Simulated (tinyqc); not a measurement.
Stretching all distances: RHF, UHF, MP2, CISD and CCSD against full CI in the sto-3g basis, for CH3+, spin multiplicity 1. Computed by the program tinyqc with PySCF. 

Geometry (angstrom):

| atom | x | y | z |
|---|---|---|---|
| C | 0.0000 | 0.0000 | 0.0600 |
| H | 1.0070 | 0.0000 | 0.0000 |
| H | -0.5030 | 0.8720 | 0.0000 |
| H | -0.5030 | -0.8720 | 0.0000 |

All coordinates are multiplied by the scale. c0^2 is the weight of the RHF determinant in the lowest singlet FCI state (UHF is spin-contaminated and may lie near states of higher spin) and n(LUMO) the first natural occupation beyond the occupied space.

Full CI energy (hartree) and errors against it (kcal/mol):

| scale | distance 1-2 (angstrom) | E(FCI) | RHF | UHF | MP2 | CISD | CCSD | <S^2> UHF | c0^2 | n(LUMO) |
|---|---|---|---|---|---|---|---|---|---|---|
| 0.9700 | 0.9785 | -38.766056 | 30.3800 | 30.3800 | 8.6132 | 0.6285 | 0.1868 | 0.0000 | 0.9757 | 0.0128 |
| 1.1800 | 1.1904 | -38.836751 | 43.2813 | 43.2813 | 13.2851 | 1.4685 | 0.3778 | 0.0000 | 0.9568 | 0.0249 |
| 1.4000 | 1.4123 | -38.747808 | 62.4894 | 62.4894 | 20.5861 | 3.6021 | 0.9266 | 0.0000 | 0.9196 | 0.0534 |
| 1.6100 | 1.6241 | -38.623580 | 87.0290 | 86.9801 | 30.2751 | 7.9997 | 2.3029 | 0.0624 | 0.8581 | 0.1080 |
| 1.8300 | 1.8461 | -38.503825 | 119.8993 | 83.5987 | 43.3951 | 16.8429 | 5.7995 | 1.3678 | 0.7551 | 0.2206 |
| 2.0400 | 2.0579 | -38.419192 | 158.1233 | 60.9659 | 57.8214 | 30.8448 | 12.5684 | 1.7609 | 0.6163 | 0.4057 |

UHF parts from RHF first at scale 1.61 of those listed, where <S^2> leaves zero. The weight c0^2 goes from 0.98 to 0.62 and n(LUMO) from 0.01 to 0.41: static correlation grows as the bonds break into open-shell fragments. The spread of the error along the curve, which distorts its shape, is CCSD 12.4, CISD 30.2, MP2 49.2, UHF 56.6, RHF 127.7 kcal/mol. The table stops here: at scale 2.26 and beyond, the reference weight falls under 0.45 or RHF, UHF or CCSD hop between solutions, so those rows were left out and the spreads given cover only the rows shown. As computed, partly on other solutions, the errors there reach in size RHF 203, UHF 43, MP2 71, CISD 51, CCSD 23 kcal/mol.
